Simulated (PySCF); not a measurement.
# BH5S, an adduct: interaction energy, part 2 of 3

PySCF 2.14.0. Atoms count from 0, parts from 1.

## 5. Coupled-cluster interaction energy: CCSD(T) and MP2, 2.17 Å

The job: settings as JSON, then the geometry in Å.

```
{"job": {"kind": "intercc", "basis": "aug-cc-pVDZ", "basis_mid": "aug-cc-pVTZ", "basis_large": "aug-cc-pVQZ"}, "charge": 0, "multiplicity": 1, "parts": [{"atoms": "0-3", "charge": 0, "multiplicity": 1}, {"atoms": "4-6", "charge": 0, "multiplicity": 1}]}
B     -0.105291    -0.088745     0.776753
H     -0.968904    -0.821133     0.372220
H     -0.297072     1.094445     0.627652
H      1.031319    -0.428766     0.554080
S     -0.134786    -0.212449     2.946644
H     -0.181202    -1.535393     3.190430
H     -1.435590    -0.051872     3.252515
```

Level: CCSD(T)/aug-cc-pVDZ and MP2/aug-cc-pVTZ, aug-cc-pVQZ counterpoise interaction energy, frozen core, gas phase.

Output:

```text
part 1, own basis, geometry of the cluster: E = -26.3836310796 (as before)

part 2, own basis, geometry of the cluster: E = -398.7136542214 (as before)

part 1, own basis, relaxed alone: E = -26.4002571458 (as before)

part 2, own basis, relaxed alone: E = -398.7137498320 (as before)

cluster
final grid: 5816 points
cycle   1  E = -425.1073357035  dE = -5.112e-02  |g| = 1.027e-01  |ddm| = 2.253e+00
cycle   2  E = -425.1145857960  dE = -7.250e-03  |g| = 4.057e-02  |ddm| = 3.635e-01
cycle   3  E = -425.1161502880  dE = -1.564e-03  |g| = 1.600e-02  |ddm| = 1.576e-01
cycle   4  E = -425.1163680828  dE = -2.178e-04  |g| = 2.779e-03  |ddm| = 9.550e-02
cycle   5  E = -425.1163752299  dE = -7.147e-06  |g| = 5.045e-04  |ddm| = 2.464e-02
cycle   6  E = -425.1163754172  dE = -1.873e-07  |g| = 1.538e-04  |ddm| = 2.409e-03
cycle   7  E = -425.1163754344  dE = -1.711e-08  |g| = 4.133e-05  |ddm| = 6.194e-04
cycle   8  E = -425.1163754358  dE = -1.496e-09  |g| = 1.091e-05  |ddm| = 1.872e-04
cycle   9  E = -425.1163754360  dE = -1.339e-10  |g| = 2.456e-06  |ddm| = 5.775e-05
converged SCF energy = -425.1163754360

part 1 in the basis of the cluster
final grid: 5816 points
cycle   1  E = -26.3836747613  dE = -4.393e-05  |g| = 1.255e-03  |ddm| = 1.213e+00
cycle   2  E = -26.3836752028  dE = -4.415e-07  |g| = 1.475e-04  |ddm| = 1.394e-01
cycle   3  E = -26.3836752119  dE = -9.130e-09  |g| = 1.251e-05  |ddm| = 1.757e-02
cycle   4  E = -26.3836752120  dE = -1.022e-10  |g| = 1.514e-06  |ddm| = 3.803e-04
converged SCF energy = -26.3836752120

part 2 in the basis of the cluster
final grid: 5816 points
cycle   1  E = -398.7137603759  dE = -1.051e-04  |g| = 2.161e-03  |ddm| = 4.580e-01
cycle   2  E = -398.7137622094  dE = -1.834e-06  |g| = 3.347e-04  |ddm| = 7.177e-02
cycle   3  E = -398.7137622723  dE = -6.284e-08  |g| = 3.647e-05  |ddm| = 1.416e-02
cycle   4  E = -398.7137622733  dE = -9.871e-10  |g| = 1.006e-05  |ddm| = 9.828e-04
converged SCF energy = -398.7137622733

Interaction energy (kcal/mol)
  counterpoise      -22.064
  uncorrected       -23.107
  dispersion part     0.000
  deformation         9.709
  binding           -12.355

Decomposition of the uncorrected value (kcal/mol)
  electrostatic     -32.759
  Pauli              58.529
  orbital           -37.748
  dispersion          0.000
  correlation       -11.129

Charge of each part in the cluster: -0.109 0.109
part 1, own basis, geometry of the cluster: E = -26.3854331810 (as before)

part 2, own basis, geometry of the cluster: E = -398.7179251756 (as before)

part 1, own basis, relaxed alone: E = -26.4020738646 (as before)

part 2, own basis, relaxed alone: E = -398.7180394865 (as before)

cluster
final grid: 5816 points
cycle   1  E = -425.1136011677  dE = -5.101e-02  |g| = 1.042e-01  |ddm| = 1.547e+00
cycle   2  E = -425.1208691913  dE = -7.268e-03  |g| = 4.138e-02  |ddm| = 3.361e-01
cycle   3  E = -425.1224193493  dE = -1.550e-03  |g| = 1.695e-02  |ddm| = 1.694e-01
cycle   4  E = -425.1226713707  dE = -2.520e-04  |g| = 2.921e-03  |ddm| = 8.351e-02
cycle   5  E = -425.1226790420  dE = -7.671e-06  |g| = 5.570e-04  |ddm| = 2.323e-02
cycle   6  E = -425.1226792606  dE = -2.185e-07  |g| = 1.716e-04  |ddm| = 5.229e-03
cycle   7  E = -425.1226792808  dE = -2.018e-08  |g| = 4.464e-05  |ddm| = 1.364e-03
cycle   8  E = -425.1226792825  dE = -1.705e-09  |g| = 1.192e-05  |ddm| = 2.166e-04
cycle   9  E = -425.1226792826  dE = -1.565e-10  |g| = 2.731e-06  |ddm| = 6.859e-05
converged SCF energy = -425.1226792826

part 1 in the basis of the cluster
final grid: 5816 points
cycle   1  E = -26.3854404927  dE = -7.713e-06  |g| = 4.745e-04  |ddm| = 9.685e-01
cycle   2  E = -26.3854405458  dE = -5.314e-08  |g| = 4.456e-05  |ddm| = 9.330e-02
cycle   3  E = -26.3854405465  dE = -7.299e-10  |g| = 2.783e-06  |ddm| = 9.591e-03
converged SCF energy = -26.3854405465

part 2 in the basis of the cluster
final grid: 5816 points
cycle   1  E = -398.7179591217  dE = -3.216e-05  |g| = 1.078e-03  |ddm| = 5.089e-01
cycle   2  E = -398.7179595928  dE = -4.711e-07  |g| = 1.512e-04  |ddm| = 3.967e-02
cycle   3  E = -398.7179596074  dE = -1.458e-08  |g| = 1.559e-05  |ddm| = 9.510e-03
cycle   4  E = -398.7179596076  dE = -2.103e-10  |g| = 2.810e-06  |ddm| = 1.358e-03
converged SCF energy = -398.7179596076

Interaction energy (kcal/mol)
  counterpoise      -22.878
  uncorrected       -23.391
  dispersion part     0.000
  deformation         9.706
  binding           -13.172

Decomposition of the uncorrected value (kcal/mol)
  electrostatic     -32.758
  Pauli              58.343
  orbital           -37.708
  dispersion          0.000
  correlation       -11.268

Charge of each part in the cluster: -0.109 0.109
part 1 in the basis of the cluster: E(HF) = -26.375142478  E2 = -0.097102809  E(CCSD corr) = -0.121539270  (T) = -0.001918949
part 2 in the basis of the cluster: E(HF) = -398.698700099  E2 = -0.157205568  E(CCSD corr) = -0.179925005  (T) = -0.005092440
cluster: E(HF) = -425.091601452  E2 = -0.267966238  E(CCSD corr) = -0.311583656  (T) = -0.008854719

Counterpoise interaction energy (kcal/mol)
  hf_small                 -11.144
  mp2_small                -19.714
  ccsd_small               -17.494
  ccsdt_small              -18.651
  hf_large                 -12.098
  mp2_large                -22.878
  hf_middle                -11.884
  mp2_middle               -22.064
  scs_mp2_large            -20.254
  mp2_limit                -23.316
  ccsdt_less_mp2             1.064
  ccsdt_limit_estimate     -22.253
  bsse_mp2_large             0.512
```

Wall time 85 s (1 thread of Arm Neoverse N1, shared host); peak memory 1 GiB.

Contacts at this geometry (a selection, picked against the atoms' radii; other short pairs can be missing):

| atoms | distance (Å) | kind (by distance and angle) | angle (°) |
| --- | --- | --- | --- |
| B0···S4 | 2.17 | inside the van der Waals sum | – |

Differences are taken before rounding.

| method | interaction energy (kcal/mol) | from CCSD(T), limit estimate (kcal/mol) |
| --- | --- | --- |
| HF/aug-cc-pVDZ | -11.14 | +11.11 |
| MP2/aug-cc-pVDZ | -19.71 | +2.54 |
| CCSD/aug-cc-pVDZ | -17.49 | +4.76 |
| CCSD(T)/aug-cc-pVDZ | -18.65 | +3.60 |
| HF/aug-cc-pVQZ | -12.10 | +10.15 |
| MP2/aug-cc-pVQZ | -22.88 | -0.63 |
| SCS-MP2/aug-cc-pVQZ | -20.25 | +2.00 |
| MP2, extrapolated | -23.32 | -1.06 |
| CCSD(T), limit estimate | -22.25 | 0 |

These energies keep the parts at their geometry in the cluster; deforming them to it costs 9.71 kcal/mol (MP2).

## 6. Coupled-cluster interaction energy: CCSD(T) and MP2, 1.88 Å

The job, as its differences from that of step 5:

```diff
@@ -5,4 +5,4 @@
 H      1.031319    -0.428766     0.554080
-S     -0.134786    -0.212449     2.946644
-H     -0.181202    -1.535393     3.190430
-H     -1.435590    -0.051872     3.252515
+S     -0.130764    -0.195580     2.650750
+H     -0.177180    -1.518524     2.894536
+H     -1.431568    -0.035003     2.956621
```

With the program's defaults for keys left out, this is: CCSD(T)/aug-cc-pVDZ and MP2/aug-cc-pVTZ, aug-cc-pVQZ counterpoise interaction energy, frozen core, gas phase.

Output:

```text
part 1, own basis, geometry of the cluster: E = -26.3836310796 (as before)

part 2, own basis, geometry of the cluster: E = -398.7136542214 (as before)

part 1, own basis, relaxed alone: E = -26.4002571458 (as before)

part 2, own basis, relaxed alone: E = -398.7137498320 (as before)

cluster
final grid: 5816 points
cycle   1  E = -425.0910044192  dE = -1.079e-01  |g| = 1.621e-01  |ddm| = 4.112e+00
cycle   2  E = -425.1057202258  dE = -1.472e-02  |g| = 6.205e-02  |ddm| = 6.897e-01
cycle   3  E = -425.1086020571  dE = -2.882e-03  |g| = 2.794e-02  |ddm| = 2.419e-01
cycle   4  E = -425.1092245028  dE = -6.224e-04  |g| = 4.151e-03  |ddm| = 2.006e-01
cycle   5  E = -425.1092404806  dE = -1.598e-05  |g| = 7.994e-04  |ddm| = 3.657e-02
cycle   6  E = -425.1092409111  dE = -4.305e-07  |g| = 2.228e-04  |ddm| = 4.243e-03
cycle   7  E = -425.1092409494  dE = -3.833e-08  |g| = 5.864e-05  |ddm| = 1.270e-03
cycle   8  E = -425.1092409523  dE = -2.894e-09  |g| = 1.708e-05  |ddm| = 2.829e-04
cycle   9  E = -425.1092409526  dE = -3.059e-10  |g| = 3.833e-06  |ddm| = 1.078e-04
converged SCF energy = -425.1092409526

part 1 in the basis of the cluster
final grid: 5816 points
cycle   1  E = -26.3836820922  dE = -5.122e-05  |g| = 1.359e-03  |ddm| = 1.211e+00
cycle   2  E = -26.3836825962  dE = -5.039e-07  |g| = 1.579e-04  |ddm| = 1.397e-01
cycle   3  E = -26.3836826068  dE = -1.062e-08  |g| = 1.404e-05  |ddm| = 1.767e-02
cycle   4  E = -26.3836826069  dE = -1.329e-10  |g| = 1.693e-06  |ddm| = 4.981e-04
converged SCF energy = -26.3836826069

part 2 in the basis of the cluster
final grid: 5816 points
cycle   1  E = -398.7137821596  dE = -1.264e-04  |g| = 2.358e-03  |ddm| = 7.104e-01
cycle   2  E = -398.7137842264  dE = -2.067e-06  |g| = 3.536e-04  |ddm| = 9.625e-02
cycle   3  E = -398.7137842947  dE = -6.823e-08  |g| = 3.990e-05  |ddm| = 1.746e-02
cycle   4  E = -398.7137842958  dE = -1.114e-09  |g| = 1.148e-05  |ddm| = 1.124e-03
cycle   5  E = -398.7137842959  dE = -7.947e-11  |g| = 3.128e-06  |ddm| = 1.563e-04
converged SCF energy = -398.7137842959

Interaction energy (kcal/mol)
  counterpoise      -21.238
  uncorrected       -22.796
  dispersion part     0.000
  deformation         9.709
  binding           -11.528

Decomposition of the uncorrected value (kcal/mol)
  electrostatic     -62.514
  Pauli             134.150
  orbital           -79.138
  dispersion          0.000
  correlation       -15.295

Charge of each part in the cluster: -0.116 0.116
part 1, own basis, geometry of the cluster: E = -26.3854331810 (as before)

part 2, own basis, geometry of the cluster: E = -398.7179251756 (as before)

part 1, own basis, relaxed alone: E = -26.4020738646 (as before)

part 2, own basis, relaxed alone: E = -398.7180394865 (as before)

cluster
final grid: 5816 points
cycle   1  E = -425.0976468378  dE = -1.080e-01  |g| = 1.661e-01  |ddm| = 2.029e+00
cycle   2  E = -425.1124360508  dE = -1.479e-02  |g| = 6.376e-02  |ddm| = 5.068e-01
cycle   3  E = -425.1153167926  dE = -2.881e-03  |g| = 2.904e-02  |ddm| = 2.003e-01
cycle   4  E = -425.1160010997  dE = -6.843e-04  |g| = 4.368e-03  |ddm| = 1.250e-01
cycle   5  E = -425.1160183579  dE = -1.726e-05  |g| = 8.675e-04  |ddm| = 1.850e-02
cycle   6  E = -425.1160188561  dE = -4.982e-07  |g| = 2.440e-04  |ddm| = 3.136e-03
cycle   7  E = -425.1160189005  dE = -4.438e-08  |g| = 6.287e-05  |ddm| = 9.870e-04
cycle   8  E = -425.1160189037  dE = -3.219e-09  |g| = 1.866e-05  |ddm| = 2.389e-04
cycle   9  E = -425.1160189041  dE = -3.535e-10  |g| = 4.304e-06  |ddm| = 8.593e-05
converged SCF energy = -425.1160189041

part 1 in the basis of the cluster
final grid: 5816 points
cycle   1  E = -26.3854424398  dE = -9.660e-06  |g| = 5.456e-04  |ddm| = 5.684e-01
cycle   2  E = -26.3854425039  dE = -6.416e-08  |g| = 5.029e-05  |ddm| = 3.260e-02
cycle   3  E = -26.3854425048  dE = -8.763e-10  |g| = 3.140e-06  |ddm| = 3.018e-03
converged SCF energy = -26.3854425048

part 2 in the basis of the cluster
final grid: 5816 points
cycle   1  E = -398.7179682674  dE = -4.063e-05  |g| = 1.205e-03  |ddm| = 5.367e-01
cycle   2  E = -398.7179687963  dE = -5.289e-07  |g| = 1.601e-04  |ddm| = 4.593e-02
cycle   3  E = -398.7179688121  dE = -1.576e-08  |g| = 1.722e-05  |ddm| = 6.896e-03
cycle   4  E = -398.7179688123  dE = -2.532e-10  |g| = 3.274e-06  |ddm| = 4.651e-04
converged SCF energy = -398.7179688123

Interaction energy (kcal/mol)
  counterpoise      -22.869
  uncorrected       -23.637
  dispersion part     0.000
  deformation         9.706
  binding           -13.163

Decomposition of the uncorrected value (kcal/mol)
  electrostatic     -62.977
  Pauli             134.327
  orbital           -79.293
  dispersion          0.000
  correlation       -15.693

Charge of each part in the cluster: -0.116 0.116
part 1 in the basis of the cluster: E(HF) = -26.375220667  E2 = -0.097393100  E(CCSD corr) = -0.121801531  (T) = -0.001938301
part 2 in the basis of the cluster: E(HF) = -398.698816310  E2 = -0.158455141  E(CCSD corr) = -0.181241420  (T) = -0.005216696
cluster: E(HF) = -425.083073687  E2 = -0.273375328  E(CCSD corr) = -0.315429945  (T) = -0.009189458

Counterpoise interaction energy (kcal/mol)
  hf_small                  -5.671
  mp2_small                -16.669
  ccsd_small               -13.444
  ccsdt_small              -14.720
  hf_large                  -7.911
  mp2_large                -22.869
  hf_middle                 -7.388
  mp2_middle               -21.238
  scs_mp2_large            -19.198
  mp2_limit                -23.678
  ccsdt_less_mp2             1.949
  ccsdt_limit_estimate     -21.730
  bsse_mp2_large             0.767
```

It took 85 s on 1 thread of Arm Neoverse N1, shared host; peak memory 1 GiB.

Contacts at this geometry (a selection, picked against the atoms' radii; other short pairs can be missing):

| atoms | distance (Å) | kind (by distance and angle) | angle (°) |
| --- | --- | --- | --- |
| B0···S4 | 1.88 | bonding distance | – |

| method | interaction energy (kcal/mol) | from CCSD(T), limit estimate (kcal/mol) |
| --- | --- | --- |
| HF/aug-cc-pVDZ | -5.67 | +16.06 |
| MP2/aug-cc-pVDZ | -16.67 | +5.06 |
| CCSD/aug-cc-pVDZ | -13.44 | +8.29 |
| CCSD(T)/aug-cc-pVDZ | -14.72 | +7.01 |
| HF/aug-cc-pVQZ | -7.91 | +13.82 |
| MP2/aug-cc-pVQZ | -22.87 | -1.14 |
| SCS-MP2/aug-cc-pVQZ | -19.20 | +2.53 |
| MP2, extrapolated | -23.68 | -1.95 |
| CCSD(T), limit estimate | -21.73 | 0 |

These energies keep the parts at their geometry in the cluster; deforming them to it costs 9.71 kcal/mol (MP2).

At this geometry B0 and S4 of different parts are bonded (1.88 Å), so this energy is that of a chemical bond rather than of a weak contact.

## 7. Coupled-cluster interaction energy: CCSD(T) and MP2, 2.47 Å

The job, as its differences from that of step 6:

```diff
@@ -5,4 +5,4 @@
 H      1.031319    -0.428766     0.554080
-S     -0.130764    -0.195580     2.650750
-H     -0.177180    -1.518524     2.894536
-H     -1.431568    -0.035003     2.956621
+S     -0.138808    -0.229317     3.242538
+H     -0.185224    -1.552262     3.486324
+H     -1.439612    -0.068740     3.548409
```

Level: CCSD(T)/aug-cc-pVDZ and MP2/aug-cc-pVTZ, aug-cc-pVQZ counterpoise interaction energy, frozen core, gas phase.

Output:

```text
part 1, own basis, geometry of the cluster: E = -26.3836310796 (as before)

part 2, own basis, geometry of the cluster: E = -398.7136542214 (as before)

part 1, own basis, relaxed alone: E = -26.4002571458 (as before)

part 2, own basis, relaxed alone: E = -398.7137498320 (as before)

cluster
final grid: 5816 points
cycle   1  E = -425.1082845164  dE = -2.322e-02  |g| = 6.458e-02  |ddm| = 1.498e+00
cycle   2  E = -425.1115992096  dE = -3.315e-03  |g| = 2.584e-02  |ddm| = 2.284e-01
cycle   3  E = -425.1123220057  dE = -7.228e-04  |g| = 8.462e-03  |ddm| = 1.064e-01
cycle   4  E = -425.1123860325  dE = -6.403e-05  |g| = 1.700e-03  |ddm| = 5.005e-02
cycle   5  E = -425.1123885801  dE = -2.548e-06  |g| = 3.055e-04  |ddm| = 1.487e-02
cycle   6  E = -425.1123886537  dE = -7.362e-08  |g| = 9.196e-05  |ddm| = 1.160e-03
cycle   7  E = -425.1123886596  dE = -5.877e-09  |g| = 2.655e-05  |ddm| = 3.139e-04
cycle   8  E = -425.1123886602  dE = -6.228e-10  |g| = 6.532e-06  |ddm| = 1.076e-04
converged SCF energy = -425.1123886602

part 1 in the basis of the cluster
final grid: 5816 points
cycle   1  E = -26.3836666752  dE = -3.579e-05  |g| = 1.131e-03  |ddm| = 1.037e+00
cycle   2  E = -26.3836670466  dE = -3.714e-07  |g| = 1.355e-04  |ddm| = 1.141e-01
cycle   3  E = -26.3836670542  dE = -7.558e-09  |g| = 1.044e-05  |ddm| = 1.415e-02
cycle   4  E = -26.3836670542  dE = -7.072e-11  |g| = 1.226e-06  |ddm| = 2.310e-04
converged SCF energy = -26.3836670542

part 2 in the basis of the cluster
final grid: 5816 points
cycle   1  E = -398.7137458880  dE = -9.073e-05  |g| = 2.013e-03  |ddm| = 4.042e-01
cycle   2  E = -398.7137475418  dE = -1.654e-06  |g| = 3.194e-04  |ddm| = 6.376e-02
cycle   3  E = -398.7137475998  dE = -5.799e-08  |g| = 3.376e-05  |ddm| = 1.294e-02
cycle   4  E = -398.7137476006  dE = -8.795e-10  |g| = 8.923e-06  |ddm| = 9.220e-04
converged SCF energy = -398.7137476006

Interaction energy (kcal/mol)
  counterpoise      -16.218
  uncorrected       -16.950
  dispersion part     0.000
  deformation         9.709
  binding            -6.509

Decomposition of the uncorrected value (kcal/mol)
  electrostatic     -17.189
  Pauli              24.861
  orbital           -17.149
  dispersion          0.000
  correlation        -7.473

Charge of each part in the cluster: -0.077 0.077
part 1, own basis, geometry of the cluster: E = -26.3854331810 (as before)

part 2, own basis, geometry of the cluster: E = -398.7179251756 (as before)

part 1, own basis, relaxed alone: E = -26.4020738646 (as before)

part 2, own basis, relaxed alone: E = -398.7180394865 (as before)

cluster
final grid: 5816 points
cycle   1  E = -425.1143503509  dE = -2.320e-02  |g| = 6.532e-02  |ddm| = 1.288e+00
cycle   2  E = -425.1176886626  dE = -3.338e-03  |g| = 2.633e-02  |ddm| = 2.710e-01
cycle   3  E = -425.1184086199  dE = -7.200e-04  |g| = 9.189e-03  |ddm| = 1.125e-01
cycle   4  E = -425.1184866035  dE = -7.798e-05  |g| = 1.797e-03  |ddm| = 4.156e-02
cycle   5  E = -425.1184893586  dE = -2.755e-06  |g| = 3.391e-04  |ddm| = 1.738e-02
cycle   6  E = -425.1184894438  dE = -8.514e-08  |g| = 1.044e-04  |ddm| = 2.124e-03
cycle   7  E = -425.1184894508  dE = -7.060e-09  |g| = 2.911e-05  |ddm| = 4.153e-04
cycle   8  E = -425.1184894516  dE = -7.469e-10  |g| = 7.141e-06  |ddm| = 1.390e-04
converged SCF energy = -425.1184894516

part 1 in the basis of the cluster
final grid: 5816 points
cycle   1  E = -26.3854382716  dE = -5.399e-06  |g| = 3.886e-04  |ddm| = 6.079e-01
cycle   2  E = -26.3854383100  dE = -3.847e-08  |g| = 3.731e-05  |ddm| = 5.261e-02
cycle   3  E = -26.3854383106  dE = -5.659e-10  |g| = 2.489e-06  |ddm| = 5.151e-03
converged SCF energy = -26.3854383106

part 2 in the basis of the cluster
final grid: 5816 points
cycle   1  E = -398.7179525022  dE = -2.580e-05  |g| = 9.769e-04  |ddm| = 6.015e-01
cycle   2  E = -398.7179529331  dE = -4.308e-07  |g| = 1.446e-04  |ddm| = 1.018e-01
cycle   3  E = -398.7179529468  dE = -1.374e-08  |g| = 1.411e-05  |ddm| = 1.909e-02
cycle   4  E = -398.7179529470  dE = -1.730e-10  |g| = 2.472e-06  |ddm| = 1.240e-03
converged SCF energy = -398.7179529470

Interaction energy (kcal/mol)
  counterpoise      -16.613
  uncorrected       -16.963
  dispersion part     0.000
  deformation         9.706
  binding            -6.907

Decomposition of the uncorrected value (kcal/mol)
  electrostatic     -17.012
  Pauli              24.676
  orbital           -17.158
  dispersion          0.000
  correlation        -7.469

Charge of each part in the cluster: -0.077 0.077
part 1 in the basis of the cluster: E(HF) = -26.375099727  E2 = -0.096957002  E(CCSD corr) = -0.121412120  (T) = -0.001907416
part 2 in the basis of the cluster: E(HF) = -398.698616549  E2 = -0.156546816  E(CCSD corr) = -0.179238556  (T) = -0.005024930
cluster: E(HF) = -425.088224925  E2 = -0.262829673  E(CCSD corr) = -0.307724352  (T) = -0.008353492

Counterpoise interaction energy (kcal/mol)
  hf_small                  -9.104
  mp2_small                -14.956
  ccsd_small               -13.543
  ccsdt_small              -14.435
  hf_large                  -9.474
  mp2_large                -16.613
  hf_middle                 -9.396
  mp2_middle               -16.218
  scs_mp2_large            -14.865
  mp2_limit                -16.845
  ccsdt_less_mp2             0.521
  ccsdt_limit_estimate     -16.323
  bsse_mp2_large             0.350
```

Wall time 84 s (1 thread of Arm Neoverse N1, shared host); peak memory 1 GiB.

Contacts at this geometry (a selection, picked against the atoms' radii; other short pairs can be missing):

| atoms | distance (Å) | kind (by distance and angle) | angle (°) |
| --- | --- | --- | --- |
| B0···S4 | 2.47 | inside the van der Waals sum | – |

Differences are taken before rounding.

| method | interaction energy (kcal/mol) | from CCSD(T), limit estimate (kcal/mol) |
| --- | --- | --- |
| HF/aug-cc-pVDZ | -9.10 | +7.22 |
| MP2/aug-cc-pVDZ | -14.96 | +1.37 |
| CCSD/aug-cc-pVDZ | -13.54 | +2.78 |
| CCSD(T)/aug-cc-pVDZ | -14.43 | +1.89 |
| HF/aug-cc-pVQZ | -9.47 | +6.85 |
| MP2/aug-cc-pVQZ | -16.61 | -0.29 |
| SCS-MP2/aug-cc-pVQZ | -14.87 | +1.46 |
| MP2, extrapolated | -16.84 | -0.52 |
| CCSD(T), limit estimate | -16.32 | 0 |

These energies keep the parts at their geometry in the cluster; deforming them to it costs 9.71 kcal/mol (MP2).

[end of part 2 of 3]
